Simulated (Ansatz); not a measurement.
Geometry optimisation, UKS BHLYP-D4/def2-SVP (Ansatz).

The input (input.yaml):

```yaml
crystal:
  periodic: [false, false, false]
  atoms:
    - { symbol: "N", position_ang: [-0.7597, 0.43675, -1.55152] }
    - { symbol: B, position_ang: [-0.77536, -0.03005, -0.2688] }
    - { symbol: Si, position_ang: [0.48634, -0.33556, 1.14607] }
    - { symbol: H, position_ang: [-1.57661, 0.51802, -2.14216] }
    - { symbol: H, position_ang: [0.0684, 0.75053, -2.04868] }
    - { symbol: H, position_ang: [0.14318, 0.46279, 2.33932] }
    - { symbol: H, position_ang: [1.93418, -0.05133, 0.96081] }
    - { symbol: H, position_ang: [0.47956, -1.75115, 1.56496] }
magnetization:
  spin_polarized: true
  initial_magnetization: 1
basis:
  gaussian: { orbitals: def2-SVP }
hamiltonian:
  xc: { name: BHLYP }
  dispersion: d4
relax:
  f_tol: 0.015
  max_steps: 40
output:
  orbitals: {}
```

Launched with:

```bash
$ ansatz run input.yaml --threads 1 --pin off --max-ram 2048MiB --backend cpu --events-out ev --progress --plain --runs-dir out
```

Question: Where does it end, and by what steps?

Answer: It converged. After 6 steps the energy has fallen by 0.078 eV; H7 moved furthest, 0.14 Å.

```csv
step,energy less start (eV),largest force component (eV/Å),accepted
0,0.0000,1.107,yes
1,-0.0646,0.382,yes
2,-0.0746,0.170,yes
3,-0.0698,0.833,no
4,-0.0766,0.027,yes
5,-0.0769,0.064,yes
6,-0.0779,0.010,yes
```

```xyz
8
Properties=species:S:1:pos:R:3
N -0.749 0.437 -1.551
B -0.833 -0.034 -0.267
Si 0.498 -0.346 1.185
H -1.547 0.532 -2.158
H 0.113 0.726 -1.991
H 0.133 0.465 2.373
H 1.908 -0.004 0.831
H 0.476 -1.777 1.579
```

The run took 9.2 s on 1 thread of AMD EPYC 9R45 96-Core Processor (Zen 5), with other jobs on the host, peak memory 0.18 GiB.
